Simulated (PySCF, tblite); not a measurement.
Isomers of C4H8O. Method: GFN2-xTB as coded in tblite; computed harmonic values from a numerical Hessian at the method's own geometry, unscaled. The method is semi-empirical: single wavenumbers can be off by several per cent or more. One conformer each.

Electronic energies: PBE0/pcSseg-1 single points on the GFN2-xTB geometries (PySCF, gas phase).

| SMILES | electronic energy, lowest = 0 (kcal/mol) |
| --- | --- |
| C1CCOC1 | 0.0 |
| COC1CC1 | 23.6 |
| OCC1CC1 | 14.4 |

Question: How do GFN2-xTB zero-point energies change the relative energies?

Answer: 
```tsv
SMILES	ZPE (kcal/mol)	of it from modes above 1550 cm⁻¹	electronic (kcal/mol)	with ZPE, lowest = 0 (kcal/mol)	lowest mode (cm⁻¹)	rings
C1CCOC1	71.5	33.9	0.0	0.0	10	1
OCC1CC1	70.4	35.5	14.4	13.3	87	1
COC1CC1	69.9	34.6	23.6	22.0	102	1
```

The zero-point energies span 1.6 kcal/mol, from `COC1CC1` to `C1CCOC1`. The order is unchanged.

Question: And how do the electronic energies of GFN2-xTB itself compare?

Answer: `C1CCOC1` 0.0; `OCC1CC1` 20.9; `COC1CC1` 22.8 kcal/mol, lowest = 0. Against the energies above, taken from the same isomer `C1CCOC1`, the largest difference is 6.5 kcal/mol.
